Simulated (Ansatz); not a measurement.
`C/C=C/CF` + H₂ → `C=CCF` + CH₄ at 298.15 K and 1 bar (hydrogenolysis of a C–C bond).

Isolated molecules relaxed with PBE0-D4/def2-TZVP in Ansatz; ΔE leaves out vibrations. CCSD(T)/CBS is the MP2 limit (def2-TZVPP, def2-QZVPP) plus CCSD(T) − MP2 in def2-TZVPP, frozen cores. This one scheme is used for every species. One conformer a species, not always the lowest.

```
   species  CCSD(T)/CBS energy (Eh)  H − E (kJ/mol)  S (J/(mol·K))
`C/C=C/CF`               -256.18910           284.0          317.4
        H₂                 -1.17544            35.1          130.4
   `C=CCF`               -216.92453           206.2          283.4
       CH₄                -40.46206           127.4          186.2
```

H − E and S are ideal-gas, rigid-rotor, harmonic terms from PBE0-D4/def2-TZVP, for one conformer and one mirror image of each species. The MP2-based limit puts H₂ 0.8 mEh under its directly extrapolated value; such offsets cancel only in part. 1 Eh = 2625.50 kJ/mol, R = 8.31446 J/(mol·K).

Q: By hand: ΔE, ΔH, ΔS and ΔG.

A: ΔE = (-216.92453) + (-40.46206) − (-256.18910) − (-1.17544) = -0.02205 Eh = -57.9 kJ/mol. Δ(H − E) = 206.2 + 127.4 − 284.0 − 35.1 = 14.5, so ΔH = -43.4 kJ/mol. ΔS = 283.4 + 186.2 − 317.4 − 130.4 = 21.8 J/(mol·K). ΔG = -43.4 − 298.15 × (21.8)/1000 = -49.9 kJ/mol.

Q: By hand: the equilibrium constant, and the temperature at which ΔG would vanish if ΔH and ΔS stayed fixed.

A: log₁₀ K = −ΔG/(RT ln 10) = 8.7. ΔH and −TΔS have one sign here, so there is no such temperature.

ΔH outweighs TΔS. A doubt of 5 kJ/mol in ΔE shifts log₁₀ K by 0.9 here. Other conformers and mirror images would add mixing entropy, several J/(mol·K) or more a flexible species. These are equilibria of isolated gas molecules and say nothing of rates. Largest T1 diagnostic: 0.011 (customary marks: 0.02 for closed shells, 0.045 for open ones).
